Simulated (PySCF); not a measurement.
Species: C6H9 (charge +1).
Z-matrix (Å and degrees, PBE0-D3(BJ)/def2-SVP geometry), rows numbered from 1:
```
C 
C   1  1.5192
C   2  1.4626  1  115.11
C   3  1.3677  2  149.85  1    -0.48
C   4  1.3657  3   60.85  2   179.85
C   5  1.4581  3  150.39  4  -178.24
H   1  1.0995  2  111.45  3   -60.67
H   1  1.0979  2  109.80  3  -179.92
H   1  1.0994  2  111.46  3    60.81
H   2  1.1067  1  112.53  3  -121.62
H   2  1.1066  1  112.55  3   121.80
H   4  1.0920  3  149.51  5  -179.55
H   6  1.0984  5  111.18  3  -151.40
H   6  1.0976  5  111.60  3   -26.38
H   6  1.1053  5  107.31  3    91.56
```

Computed with PySCF at B3LYP/def2-SVPD, non-relativistic, on one gas-phase PBE0-D3(BJ)/def2-SVP geometry that isn't relaxed in the solvent. The solvent is an IEF-PCM continuum (van der Waals radii × 1.2), and excitations are vertical TDDFT with non-equilibrium linear response and a frozen core. Only the electrostatic response of the medium enters.

Gas-phase singlets (H = HOMO, L = LUMO):

```csv
state,E (eV),λ (nm),f,leading configuration
S1,6.457,192,0.001,H-1→L 52%
S2,6.517,190,0.000,H-2→L+1 46%
S3,6.718,185,0.002,H-2→L 42%
S4,6.725,184,0.017,H→L 89%
S5,6.865,181,0.081,H→L+1 99%
```

Question: What are the lowest 5 singlets in chloroform (ε = 4.711)?

Answer: 
| state | E (eV) | λ (nm) | f | leading configuration | change by rank (eV) |
| --- | --- | --- | --- | --- | --- |
| S1 | 6.575 | 189 | 0.002 | H-1→L 48% | +0.118 |
| S2 | 6.656 | 186 | 0.000 | H-1→L 47% | +0.139 |
| S3 | 6.919 | 179 | 0.000 | H-2→L 69% | +0.201 |
| S4 | 7.076 | 175 | 0.038 | H→L 97% | +0.351 |
| S5 | 7.123 | 174 | 0.004 | H-2→L+1 78% | +0.258 |

Question: How does the list change in tetrahydrofuran (ε = 7.426)?

Answer: 
```
state  E (eV)  λ (nm)      f  leading configuration  change by rank (eV)
   S1   6.589     188  0.002            H-1→L+1 46%               +0.132
   S2   6.676     186  0.000              H-1→L 50%               +0.159
   S3   6.942     179  0.000              H-2→L 69%               +0.224
   S4   7.125     174  0.035                H→L 97%               +0.400
   S5   7.147     173  0.002            H-2→L+1 80%               +0.282
```

Question: The ground-state energy changes by -2.071 eV from gas to tetrahydrofuran. By how much does the total energy of gas-phase S4 change?

Answer: E(S4) = E(S0) + excitation energy, so it changes by -2.071 + 0.400 = -1.671 eV: it is lowered less than the ground state, which is what a blue shift means. This is the vertical state, with the slow part of the continuum still set for S0.

Question: How do the frontier levels move from gas to tetrahydrofuran?

Answer: 
```csv
orbital,gas (eV),solvent (eV),change (eV),"Löwdin shares, gas","Löwdin shares, solvent"
LUMO+2,-3.98,-0.27,+3.71,"C5 17 %, C6 16 %, C3 14 %, C4 12 %","C6 16 %, C5 14 %, C3 11 %, C4 11 %"
LUMO+1,-6.39,-2.37,+4.02,"C3 41 %, C5 24 %, C4 9 %, C2 9 %","C3 42 %, C5 23 %, C4 10 %, C2 9 %"
LUMO,-6.62,-2.53,+4.09,"C4 46 %, C5 27 %, C3 11 %, H12 7 %","C4 45 %, C5 28 %, C3 10 %, H12 7 %"
HOMO,-14.09,-10.39,+3.70,"C1 30 %, C2 18 %, H9 13 %, H7 13 %","C1 25 %, C2 20 %, H9 10 %, H7 10 %"
HOMO-1,-14.33,-10.55,+3.78,"C1 32 %, H8 19 %, C2 9 %, C3 9 %","C5 17 %, C1 16 %, C3 16 %, C6 11 %"
HOMO-2,-14.46,-10.72,+3.74,"C1 23 %, C2 22 %, C3 11 %, C5 8 %","C1 27 %, C2 20 %, C4 9 %, H8 8 %"
HOMO-3,-15.40,-11.49,+3.91,"C6 19 %, C4 15 %, C3 13 %, C5 13 %","C6 18 %, C4 14 %, C3 13 %, C1 13 %"
```

The HOMO–LUMO gap goes from 7.47 to 7.86 eV. Rows go by rank; for HOMO-2, HOMO-1 and HOMO the atom shares or the degeneracy differ between the runs, so the row needn't follow one orbital.

Rough CPU time on one thread of a shared machine: about 30 s. This is the whole response run at B3LYP/def2-SVPD in tetrahydrofuran, SCF included.
